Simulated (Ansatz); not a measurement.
Input for Ansatz (a first-principles code): R-revPBE/def2-TZVPPD on Cl2H2 (a complex). Files ending in .json are basis or fitting sets from the Basis Set Exchange.

Ansatz 0.2 input:
```yaml
crystal:
  periodic: [false, false, false]
  atoms:
    - {symbol: Cl, position_ang: [1.86082400, -0.06541100, -0.00006800]}
    - {symbol: H, position_ang: [1.75394100, 1.21098100, 0.00034100]}
    - {symbol: Cl, position_ang: [-1.92526600, 0.00557100, -0.00009700]}
    - {symbol: H, position_ang: [-0.65842700, -0.19370300, 0.00247600]}
basis:
  gaussian:
    orbitals: def2-TZVPPD.json
hamiltonian:
  xc: {name: revPBE}
scf: {lower_state_search: off}
```

Output:

```
WARN ansatz: RAYON_NUM_THREADS=2 ignored (pool sized by the plan → 2); use --threads N
Functional definition: revPBE
these checks for a lower state are left out or cut short: stability, starts, cluster_reference, orbital_swaps, neighbouring_geometries, increment
integrals: 0.05 GiB planned
766 factors; their error is unknown
mean field: 0.34 GiB planned
mean field evaluation 1: about -25074.0458 eV, gradient 1.6e1 eV
mean field evaluation 2: about -25074.0110 eV, gradient 1.8e1 eV
mean field evaluation 4: about -25074.6728 eV, gradient 2.1e-1 eV
mean field evaluation 8: about -25074.6579 eV, gradient 3.1e-2 eV
mean field evaluation 16: about -25074.6579 eV, gradient 1.9e-6 eV
mean field -25074.65790148 eV, -921.4766816657 hartree, gradient 1.9e-6 eV, S^2 0.000000; 0 other end points of the search recorded, 0 dependent functions left out
reference -25074.65798335 eV, -921.4766846744 hartree; 18, 18 occupied and 118, 118 virtual orbitals, 766 factors
Total energy: -25074.65798335 eV, -921.4766846744 hartree
Checks for a lower state left out: stability, starts, cluster_reference, orbital_swaps, neighbouring_geometries, increment
```

The calculation finished and met its thresholds.

Cost: about 0.5 core-seconds (a rough figure).
